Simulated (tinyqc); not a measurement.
G0W0 on RHF in the sto-3g basis, for H2F+, spin multiplicity 1, step by step (part 1 of 2). Computed by tinyqc, a small Python program that keeps every step (integrals from PySCF). Settings: charge = 1, multiplicity = 1, basis = sto-3g, method = RHF, energy threshold = 1e-10, iteration cap = 80, orthogonalisation = canonical, start = Wolfsberg-Helmholz matrix, DIIS depth = 6. Command: `OMP_NUM_THREADS=1 python tinyqc.py 28328 28329 out.jsonl` (the two numbers bound the seeds that draw the settings). One thread of a shared host (Intel(R) Xeon(R) Processor @ 2.60GHz), about 0.07 s of CPU time with the checks. Later iterations appear only in the table of the cycle.

## One-electron integrals

Geometry (angstrom):
```
atom,x,y,z
F,0.000000,0.000000,0.000000
H,0.000000,0.838000,0.591000
H,0.000000,-0.909000,0.641000
```

Basis sto-3g: exponents (1/bohr^2) and contraction coefficients of normalised primitives:
```
element,l (shell),exponent,coefficient
F,s (1),166.679130,0.154329
F,s (1),30.360812,0.535328
F,s (1),8.216821,0.444635
F,s (2),6.464803,-0.099967
F,s (2),1.502281,0.399513
F,s (2),0.488588,0.700115
F,p (3),6.464803,0.155916
F,p (3),1.502281,0.607684
F,p (3),0.488588,0.391957
H,s (1),3.425251,0.154329
H,s (1),0.623914,0.535328
H,s (1),0.168855,0.444635
```

Overlap, kinetic and nuclear-attraction integrals over the contracted functions; the nuclear repulsion is the sum of Za Zb / Rab.

nuclear repulsion = 9.22906667 hartree

overlap S:
```
,1F 1s,1F 2s,1F 2px,1F 2py,1F 2pz,2H 1s,3H 1s
1F 1s,1.000000,0.237990,0.000000,0.000000,0.000000,0.038171,0.030995
1F 2s,0.237990,1.000000,0.000000,0.000000,0.000000,0.379498,0.329200
1F 2px,0.000000,0.000000,1.000000,0.000000,0.000000,0.000000,0.000000
1F 2py,0.000000,0.000000,0.000000,1.000000,0.000000,0.253584,-0.227317
1F 2pz,0.000000,0.000000,0.000000,0.000000,1.000000,0.178840,0.160298
2H 1s,0.038171,0.379498,0.000000,0.253584,0.178840,1.000000,0.177884
3H 1s,0.030995,0.329200,0.000000,-0.227317,0.160298,0.177884,1.000000
```

kinetic energy T (hartree):
```
,1F 1s,1F 2s,1F 2px,1F 2py,1F 2pz,2H 1s,3H 1s
1F 1s,36.984577,-0.212858,0.000000,0.000000,0.000000,-0.005694,-0.007525
1F 2s,-0.212858,1.037995,0.000000,0.000000,0.000000,0.077896,0.047182
1F 2px,0.000000,0.000000,3.248015,0.000000,0.000000,0.000000,0.000000
1F 2py,0.000000,0.000000,0.000000,3.248015,0.000000,0.160421,-0.118421
1F 2pz,0.000000,0.000000,0.000000,0.000000,3.248015,0.113137,0.083507
2H 1s,-0.005694,0.077896,0.000000,0.160421,0.113137,0.760032,-0.004492
3H 1s,-0.007525,0.047182,0.000000,-0.118421,0.083507,-0.004492,0.760032
```

nuclear attraction V (hartree):
```
,1F 1s,1F 2s,1F 2px,1F 2py,1F 2pz,2H 1s,3H 1s
1F 1s,-78.001389,-9.412849,0.000000,-0.001476,-0.012838,-1.550498,-1.256478
1F 2s,-9.412849,-12.530498,0.000000,-0.017005,-0.157789,-3.595764,-3.045333
1F 2px,0.000000,0.000000,-12.384107,0.000000,0.000000,0.000000,0.000000
1F 2py,-0.001476,-0.017005,0.000000,-12.491020,-0.008080,-2.085185,1.804752
1F 2pz,-0.012838,-0.157789,0.000000,-0.008080,-12.437278,-1.512856,-1.313163
2H 1s,-1.550498,-3.595764,0.000000,-2.085185,-1.512856,-6.044289,-1.182912
3H 1s,-1.256478,-3.045333,0.000000,1.804752,-1.313163,-1.182912,-5.726269
```

core Hamiltonian H = T + V (hartree):
```
,1F 1s,1F 2s,1F 2px,1F 2py,1F 2pz,2H 1s,3H 1s
1F 1s,-41.016812,-9.625707,0.000000,-0.001476,-0.012838,-1.556192,-1.264003
1F 2s,-9.625707,-11.492502,0.000000,-0.017005,-0.157789,-3.517868,-2.998151
1F 2px,0.000000,0.000000,-9.136092,0.000000,0.000000,0.000000,0.000000
1F 2py,-0.001476,-0.017005,0.000000,-9.243006,-0.008080,-1.924763,1.686332
1F 2pz,-0.012838,-0.157789,0.000000,-0.008080,-9.189263,-1.399719,-1.229657
2H 1s,-1.556192,-3.517868,0.000000,-1.924763,-1.399719,-5.284257,-1.187405
3H 1s,-1.264003,-2.998151,0.000000,1.686332,-1.229657,-1.187405,-4.966237
```

## Two-electron integrals

Functions are numbered as in S; the eight-fold symmetry (ij|kl) = (ji|kl) = (kl|ij) leaves the list below.

Two-electron integrals (ij|kl) in chemists' order, unique and non-zero (hartree):
```
i,j,k,l,(ij|kl)
1,1,1,1,5.403501
2,1,1,1,0.841920
2,1,2,1,0.156299
2,2,1,1,1.268028
2,2,2,1,0.292344
2,2,2,2,0.926167
3,1,3,1,0.027998
3,2,3,1,0.043169
3,2,3,2,0.204588
3,3,1,1,1.264502
3,3,2,1,0.292403
3,3,2,2,0.925959
3,3,3,3,0.997514
4,1,4,1,0.027998
4,2,4,1,0.043169
4,2,4,2,0.204588
4,3,4,3,0.053770
4,4,1,1,1.264502
4,4,2,1,0.292403
4,4,2,2,0.925959
4,4,3,3,0.889973
4,4,4,4,0.997514
5,1,5,1,0.027998
5,2,5,1,0.043169
5,2,5,2,0.204588
5,3,5,3,0.053770
5,4,5,4,0.053770
5,5,1,1,1.264502
5,5,2,1,0.292403
5,5,2,2,0.925959
5,5,3,3,0.889973
5,5,4,4,0.889973
5,5,5,5,0.997514
6,1,1,1,0.136986
6,1,2,1,0.025217
6,1,2,2,0.046869
6,1,3,3,0.046797
6,1,4,1,0.000847
6,1,4,2,0.001588
6,1,4,4,0.046946
6,1,5,1,0.000597
6,1,5,2,0.001120
6,1,5,4,0.000105
6,1,5,5,0.046871
6,1,6,1,0.004111
6,2,1,1,0.346748
6,2,2,1,0.081016
6,2,2,2,0.286332
6,2,3,3,0.282144
6,2,4,1,0.004515
6,2,4,2,0.035220
6,2,4,4,0.290348
6,2,5,1,0.003184
6,2,5,2,0.024839
6,2,5,4,0.005785
6,2,5,5,0.286224
6,2,6,1,0.013263
6,2,6,2,0.108941
6,3,3,1,0.008483
6,3,3,2,0.050257
6,3,4,3,0.007417
6,3,5,3,0.005231
6,3,6,3,0.016153
6,4,1,1,0.192780
6,4,2,1,0.045620
6,4,2,2,0.172592
6,4,3,3,0.165209
6,4,4,1,0.010706
6,4,4,2,0.070389
6,4,4,4,0.184796
6,4,5,1,0.001568
6,4,5,2,0.014198
6,4,5,4,0.008583
6,4,5,5,0.167573
6,4,6,1,0.007782
6,4,6,2,0.080523
6,4,6,4,0.075219
6,5,1,1,0.135958
6,5,2,1,0.032174
6,5,2,2,0.121721
6,5,3,3,0.116514
6,5,4,1,0.001568
6,5,4,2,0.014198
6,5,4,4,0.119866
6,5,5,1,0.009589
6,5,5,2,0.060270
6,5,5,4,0.009781
6,5,5,5,0.128643
6,5,6,1,0.005488
6,5,6,2,0.056789
6,5,6,4,0.041657
6,5,6,5,0.045531
6,6,1,1,0.501280
6,6,2,1,0.119044
6,6,2,2,0.485265
6,6,3,3,0.468670
6,6,4,1,0.008337
6,6,4,2,0.091597
6,6,4,4,0.501547
6,6,5,1,0.005880
6,6,5,2,0.064599
6,6,5,4,0.023187
6,6,5,5,0.485023
6,6,6,1,0.019613
6,6,6,2,0.236639
6,6,6,4,0.203251
6,6,6,5,0.143343
6,6,6,6,0.774606
7,1,1,1,0.111062
7,1,2,1,0.020454
7,1,2,2,0.038050
7,1,3,3,0.037991
7,1,4,1,-0.000681
7,1,4,2,-0.001282
7,1,4,4,0.038113
7,1,5,1,0.000480
7,1,5,2,0.000904
7,1,5,4,-0.000086
7,1,5,5,0.038052
7,1,6,1,0.003290
7,1,6,2,0.010474
7,1,6,4,0.005646
7,1,6,5,0.004337
7,1,6,6,0.015363
7,1,7,1,0.002704
7,2,1,1,0.293686
7,2,2,1,0.068672
7,2,2,2,0.244201
7,2,3,3,0.240557
7,2,4,1,-0.003827
7,2,4,2,-0.030407
7,2,4,4,0.247697
7,2,5,1,0.002699
7,2,5,2,0.021442
7,2,5,4,-0.005034
7,2,5,5,0.244107
7,2,6,1,0.010935
7,2,6,2,0.076376
7,2,6,4,0.038702
7,2,6,5,0.038782
7,2,6,6,0.136486
7,2,7,1,0.009127
7,2,7,2,0.080617
7,3,3,1,0.007038
7,3,3,2,0.042274
7,3,4,3,-0.006330
7,3,5,3,0.004464
7,3,6,3,0.010832
7,3,7,3,0.011708
7,4,1,1,-0.167599
7,4,2,1,-0.039678
7,4,2,2,-0.151032
7,4,3,3,-0.144664
7,4,4,1,0.008966
7,4,4,2,0.060016
7,4,4,4,-0.161512
7,4,5,1,-0.001360
7,4,5,2,-0.012511
7,4,5,4,0.007417
7,4,5,5,-0.146746
7,4,6,1,-0.006059
7,4,6,2,-0.040137
7,4,6,4,-0.009864
7,4,6,5,-0.019962
7,4,6,6,-0.064981
7,4,7,1,-0.005484
7,4,7,2,-0.061211
7,4,7,4,0.057854
7,5,1,1,0.118186
7,5,2,1,0.027980
7,5,2,2,0.106503
7,5,3,3,0.102013
7,5,4,1,-0.001360
7,5,4,2,-0.012511
7,5,4,4,0.104966
7,5,5,1,0.007997
7,5,5,2,0.051097
7,5,5,4,-0.008413
7,5,5,5,0.112409
7,5,6,1,0.004638
7,5,6,2,0.039495
7,5,6,4,0.019643
7,5,6,5,0.030650
7,5,6,6,0.078022
7,5,7,1,0.003867
7,5,7,2,0.043164
7,5,7,4,-0.032541
7,5,7,5,0.034655
7,6,1,1,0.107580
7,6,2,1,0.025411
7,6,2,2,0.098957
7,6,3,3,0.097037
7,6,4,1,-0.000034
7,6,4,2,-0.000426
7,6,4,4,0.098877
7,6,5,1,0.001553
7,6,5,2,0.015052
7,6,5,4,-0.000097
7,6,5,5,0.100850
7,6,6,1,0.004118
7,6,6,2,0.037932
7,6,6,4,0.024319
7,6,6,5,0.022633
7,6,6,6,0.089067
7,6,7,1,0.003346
7,6,7,2,0.033134
7,6,7,4,-0.022230
7,6,7,5,0.020240
7,6,7,6,0.017061
7,7,1,1,0.466089
7,7,2,1,0.110757
7,7,2,2,0.455068
7,7,3,3,0.440115
7,7,4,1,-0.007391
7,7,4,2,-0.083564
7,7,4,4,0.469755
7,7,5,1,0.005212
7,7,5,2,0.058927
7,7,5,4,-0.020902
7,7,5,5,0.454854
7,7,6,1,0.017610
7,7,6,2,0.150368
7,7,6,4,0.069418
7,7,6,5,0.084076
7,7,6,6,0.300229
7,7,7,1,0.014797
7,7,7,2,0.196860
7,7,7,4,-0.173958
7,7,7,5,0.122670
7,7,7,6,0.089067
7,7,7,7,0.774606
```

## Orthogonalisation

S = U s U^T; canonical form X = U s^(-1/2), so that X^T S X = 1. Each column of U has its largest component positive (the first on a tie).

eigenvalues of S: 0.478845  0.569252  0.899828  1.000000  1.091122  1.261050  1.699904

X:
```
,1,2,3,4,5,6,7
1F 1s,-0.361769,0.150032,0.705050,0.000000,-0.614441,-0.020677,0.195148
1F 2s,0.965969,-0.303957,-0.237846,0.000000,-0.284514,-0.025612,0.460539
1F 2px,0.000000,0.000000,0.000000,1.000000,0.000000,0.000000,0.000000
1F 2py,0.282739,0.767242,-0.008046,0.000000,0.005250,0.703920,0.031444
1F 2pz,0.380275,-0.114734,0.688467,0.000000,0.632298,-0.011360,0.188436
2H 1s,-0.844627,-0.513418,-0.191235,0.000000,0.162036,0.354010,0.412141
3H 1s,-0.294008,0.881118,-0.216877,0.000000,0.178654,-0.413461,0.362949
```

## Starting guess

The start is the generalised Wolfsberg-Helmholz matrix (K = 1.75) built on H; D = 2 C_occ C_occ^T.

D at the start:
```
,1F 1s,1F 2s,1F 2px,1F 2py,1F 2pz,2H 1s,3H 1s
1F 1s,2.075423,-0.315378,0.000000,0.014780,0.073830,-0.136146,-0.112080
1F 2s,-0.315378,1.393994,0.000000,-0.056476,-0.269713,0.373748,0.311462
1F 2px,0.000000,0.000000,2.000000,0.000000,0.000000,0.000000,0.000000
1F 2py,0.014780,-0.056476,0.000000,1.647897,-0.019223,0.282841,-0.281862
1F 2pz,0.073830,-0.269713,0.000000,-0.019223,1.902550,0.109741,0.091178
2H 1s,-0.136146,0.373748,0.000000,0.282841,0.109741,0.174588,0.050729
3H 1s,-0.112080,0.311462,0.000000,-0.281862,0.091178,0.050729,0.126139
```

## Iteration 1: building the Fock matrix

J_ij = sum D_kl (ij|kl), K_ij = sum D_kl (ik|jl); F = H + J - 0.5 K; E = tr D H + tr D J / 2 - 0.25 tr D K + E_nn.

Coulomb J (hartree):
```
,1F 1s,1F 2s,1F 2px,1F 2py,1F 2pz,2H 1s,3H 1s
1F 1s,20.261772,3.868803,0.000000,-0.001517,-0.008303,0.623987,0.506377
1F 2s,3.868803,9.603788,0.000000,-0.002365,-0.014701,2.913028,2.479778
1F 2px,0.000000,0.000000,9.591412,0.000000,0.000000,0.000000,0.000000
1F 2py,-0.001517,-0.002365,0.000000,9.595575,0.001801,1.738745,-1.517581
1F 2pz,-0.008303,-0.014701,0.000000,0.001801,9.598330,1.226298,1.070210
2H 1s,0.623987,2.913028,0.000000,1.738745,1.226298,4.915948,0.996824
3H 1s,0.506377,2.479778,0.000000,-1.517581,1.070210,0.996824,4.594794
```

exchange K (hartree):
```
,1F 1s,1F 2s,1F 2px,1F 2py,1F 2pz,2H 1s,3H 1s
1F 1s,11.028651,1.948975,0.000000,0.001271,0.007641,0.322287,0.262078
1F 2s,1.948975,2.978674,0.000000,-0.017525,-0.098905,1.058738,0.907063
1F 2px,0.000000,0.000000,2.577142,0.000000,0.000000,0.000000,0.000000
1F 2py,0.001271,-0.017525,0.000000,2.473039,-0.002322,0.583773,-0.522903
1F 2pz,0.007641,-0.098905,0.000000,-0.002322,2.556956,0.385908,0.335764
2H 1s,0.322287,1.058738,0.000000,0.583773,0.385908,0.832156,0.305877
3H 1s,0.262078,0.907063,0.000000,-0.522903,0.335764,0.305877,0.647402
```

Fock matrix F (hartree):
```
,1F 1s,1F 2s,1F 2px,1F 2py,1F 2pz,2H 1s,3H 1s
1F 1s,-26.269366,-6.731392,0.000000,-0.003629,-0.024961,-1.093348,-0.888665
1F 2s,-6.731392,-3.378052,0.000000,-0.010608,-0.123037,-1.134209,-0.971904
1F 2px,0.000000,0.000000,-0.833251,0.000000,0.000000,0.000000,0.000000
1F 2py,-0.003629,-0.010608,0.000000,-0.883950,-0.005119,-0.477905,0.430202
1F 2pz,-0.024961,-0.123037,0.000000,-0.005119,-0.869412,-0.366375,-0.327328
2H 1s,-1.093348,-1.134209,0.000000,-0.477905,-0.366375,-0.784387,-0.343519
3H 1s,-0.888665,-0.971904,0.000000,0.430202,-0.327328,-0.343519,-0.695144
```

total energy of this density = -98.55757017 hartree

## Iteration 1: diagonalisation and new density

Diagonalise F' = X^T F X, C = X C', fill 5 alpha and 5 beta electrons from the bottom; D = 2 C_occ C_occ^T. Each column has its largest component positive (the first on a tie).

F' = X^T F X (hartree):
```
,1,2,3,4,5,6,7
1,-0.950889,0.529494,2.899328,0.000000,-2.749105,-0.106526,0.844527
2,0.529494,-0.178348,-1.424110,0.000000,1.399894,-0.039911,-0.508991
3,2.899328,-1.424110,-10.920370,0.000000,10.744416,0.423055,-5.332885
4,0.000000,0.000000,0.000000,-0.833251,0.000000,0.000000,0.000000
5,-2.749105,1.399894,10.744416,0.000000,-12.424087,-0.459369,5.880206
6,-0.106526,-0.039911,0.423055,0.000000,-0.459369,-1.062710,0.224734
7,0.844527,-0.508991,-5.332885,0.000000,5.880206,0.224734,-4.471243
```

orbital energies (hartree): MO1 -26.280128, MO2 -1.823209, MO3 -1.053622, MO4 -0.899127, MO5 -0.833251, MO6 -0.059158, MO7 0.107598

coefficients C:
```
,MO1,MO2,MO3,MO4,MO5,MO6,MO7
1F 1s,0.994420,-0.241542,0.010786,0.072458,0.000000,0.109332,0.044678
1F 2s,0.023759,0.896360,-0.054262,-0.335467,0.000000,-0.619662,-0.268824
1F 2px,0.000000,0.000000,0.000000,0.000000,1.000000,0.000000,0.000000
1F 2py,0.000458,0.010275,0.765515,-0.039963,0.000000,0.225011,-0.725838
1F 2pz,0.002450,0.120267,0.032479,0.893743,0.000000,-0.469654,-0.179782
2H 1s,-0.004610,0.150709,0.330554,0.158453,0.000000,0.448485,0.988310
3H 1s,-0.003743,0.123335,-0.317788,0.183705,0.000000,0.922873,-0.492736
```

D after iteration 1:
```
,1F 1s,1F 2s,1F 2px,1F 2py,1F 2pz,2H 1s,3H 1s
1F 1s,2.105162,-0.435550,0.000000,0.006670,0.076993,-0.051881,-0.047260
1F 2s,-0.435550,1.839017,0.000000,-0.037823,-0.387446,0.127775,0.132162
1F 2px,0.000000,0.000000,2.000000,0.000000,0.000000,0.000000,0.000000
1F 2py,0.006670,-0.037823,0.000000,1.175432,-0.019234,0.496517,-0.498695
1F 2pz,0.076993,-0.387446,0.000000,-0.019234,1.628602,0.340932,0.337375
2H 1s,-0.051881,0.127775,0.000000,0.496517,0.340932,0.314216,-0.114666
3H 1s,-0.047260,0.132162,0.000000,-0.498695,0.337375,-0.114666,0.299925
```

## Iteration 8 (converged): orbitals

converged F (hartree):
```
,1F 1s,1F 2s,1F 2px,1F 2py,1F 2pz,2H 1s,3H 1s
1F 1s,-26.586309,-6.780039,0.000000,-0.001854,-0.021879,-1.105290,-0.898798
1F 2s,-6.780039,-3.598932,0.000000,-0.014476,-0.100533,-1.144851,-0.981747
1F 2px,0.000000,0.000000,-1.014833,0.000000,0.000000,0.000000,0.000000
1F 2py,-0.001854,-0.014476,0.000000,-0.931698,-0.009013,-0.515622,0.467724
1F 2pz,-0.021879,-0.100533,0.000000,-0.009013,-0.965388,-0.413335,-0.378059
2H 1s,-1.105290,-1.144851,0.000000,-0.515622,-0.413335,-0.817854,-0.316791
3H 1s,-0.898798,-0.981747,0.000000,0.467724,-0.378059,-0.316791,-0.725921
```

As before.

F' = X^T F X (hartree):
```
,1,2,3,4,5,6,7
1,-1.116268,0.574800,3.034043,0.000000,-2.733053,-0.096491,0.770512
2,0.574800,-0.197078,-1.476335,0.000000,1.396875,-0.019282,-0.489274
3,3.034043,-1.476335,-11.092554,0.000000,10.815710,0.428844,-5.394132
4,0.000000,0.000000,0.000000,-1.014833,0.000000,0.000000,0.000000
5,-2.733053,1.396875,10.815710,0.000000,-12.642331,-0.464018,5.934966
6,-0.096491,-0.019282,0.428844,0.000000,-0.464018,-1.144580,0.224818
7,0.770512,-0.489274,-5.394132,0.000000,5.934966,0.224818,-4.565148
```

orbital energies (hartree): MO1 -26.595801, MO2 -2.012183, MO3 -1.132924, MO4 -1.041475, MO5 -1.014833, MO6 -0.066573, MO7 0.090999

coefficients C:
```
,MO1,MO2,MO3,MO4,MO5,MO6,MO7
1F 1s,0.994779,-0.251117,0.013652,0.062634,0.000000,0.093703,0.031570
1F 2s,0.022233,0.954373,-0.071253,-0.312283,0.000000,-0.565034,-0.206331
1F 2px,0.000000,0.000000,0.000000,0.000000,1.000000,0.000000,0.000000
1F 2py,0.000352,0.012882,0.743714,-0.084240,0.000000,0.185263,-0.755309
1F 2pz,0.002143,0.095088,0.085523,0.864473,0.000000,-0.527181,-0.160013
2H 1s,-0.004111,0.090130,0.364473,0.186034,0.000000,0.505007,0.950990
3H 1s,-0.003362,0.074761,-0.317189,0.257279,0.000000,0.882443,-0.541607
```

D after iteration 8:
```
,1F 1s,1F 2s,1F 2px,1F 2py,1F 2pz,2H 1s,3H 1s
1F 1s,2.113507,-0.476150,0.000000,0.003985,0.067132,-0.020189,-0.020668
1F 2s,-0.476150,2.027841,0.000000,-0.028765,-0.370514,0.003722,0.027063
1F 2px,0.000000,0.000000,2.000000,0.000000,0.000000,0.000000,0.000000
1F 2py,0.003985,-0.028765,0.000000,1.120745,-0.015987,0.513103,-0.513218
1F 2pz,0.067132,-0.370514,0.000000,-0.015987,1.527347,0.401107,0.404771
2H 1s,-0.020189,0.003722,0.000000,0.513103,0.401107,0.351179,-0.121985
3H 1s,-0.020668,0.027063,0.000000,-0.513218,0.404771,-0.121985,0.344803
```

## Convergence

Stop when the energy changes by less than 1e-10 hartree and every element of the error matrix X^T (F D S - S D F) X is below 3e-06.

Course of the cycle:
```
iteration,E (hartree),change,largest element of the error matrix
1,-98.55757017,-,7.51e-01
2,-98.82866139,-2.71e-01,1.37e-01
3,-98.84456254,-1.59e-02,2.26e-02
4,-98.84511050,-5.48e-04,3.12e-03
5,-98.84513829,-2.78e-05,1.53e-03
6,-98.84514246,-4.17e-06,1.65e-05
7,-98.84514246,-4.95e-10,3.25e-06
8,-98.84514246,-1.43e-11,4.81e-07
```

PySCF RHF in the same basis = -98.84514246 hartree

Converged in 8 iterations.

## Populations, bond orders and dipole

Mulliken: Z minus the diagonal of D S on the atom; Loewdin: the same with S^(1/2) D S^(1/2); Mayer order: 2 sum_s sum (D(s) S)_ij (D(s) S)_ji over the two atoms.

Charges (e):
```
atom,Mulliken,Loewdin
1F,0.044890,0.168398
2H,0.468030,0.398768
3H,0.487080,0.432833
```

Mayer bond orders:
```
pair,order
2-1,0.768830
3-1,0.750635
3-2,0.012118
```

dipole moment about the origin, x y z (debye): 0.000000  -0.254008  3.247777
